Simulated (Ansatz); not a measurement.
# PF₂ (quartet): from Hartree-Fock to the top rungs, def2-QZVPP

An exercise on one series of results from a longer session: the logs are not shown, and one member is left open.

Program: Ansatz 0.2.0, Gaussian basis. Level of theory: def2-QZVPP, core rule «outside noble gas», up to 7 orbitals frozen. These are calculated values, not measurements.

The runs, in order: UHF; ROHF; CCSD(T) on UHF.

2 further runs of the same task are left out: 2 set aside as unsound or not needed.

## What is computed

The geometry is a PBE0/def2-TZVP stationary point (not a proven minimum) of the parent state, kept for this charge and spin.

3 atoms, charge 0, spin multiplicity 4.

Atoms are counted from 1 here; the program's logs count them from 0.

Bond lengths: F1–P2 1.584 Å, P2–F3 1.584 Å. Angles: F1–P2–F3 98.7°.

Coordinates:

```xyz
3
charge 0, multiplicity 4
F     0.00000   -0.46328    1.20221
P     0.00000    0.56832    0.00000
F     0.00000   -0.46328   -1.20221
```

Set-up of the first run:

The input, in.yaml:

```yaml
crystal:
  periodic: [false, false, false]
  atoms:
    - {symbol: F, position_ang: [0.000000, -0.463276, 1.202212]}
    - {symbol: P, position_ang: [0.000000, 0.568321, 0.000000]}
    - {symbol: F, position_ang: [0.000000, -0.463276, -1.202212]}
basis:
  gaussian: {orbitals: "def2-QZVPP.json"}
magnetization: {spin_polarized: true, initial_magnetization: 3}
hamiltonian: {xc: hf}
output: {orbitals: {seedname: orbitals}}
```

Launch:

```bash
$ ansatz run in.yaml --threads 1 --pin off --events-out ev --progress --plain --max-ram 3968MiB --backend cpu
```

Steps of the session up to this table: UHF; ROHF; CCSD(T) on UHF.

One of the session's tables, all rows but one given; the rest of the session is left out.

| method | from UCCSD(T) (meV) |
| --- | --- |
| ROHF | +18606.4 |
| UHF | +18491.9 |
| UMP2 | ? |
| UCCSD | +652.0 |
| UCCSD(T) | 0 |

**Question.** Estimate the row for UMP2.

**Answer.** from UCCSD(T) (meV): +743.0. In the column «from UCCSD(T) (meV)» it lies between UCCSD (+652.0) and UHF (+18491.9).
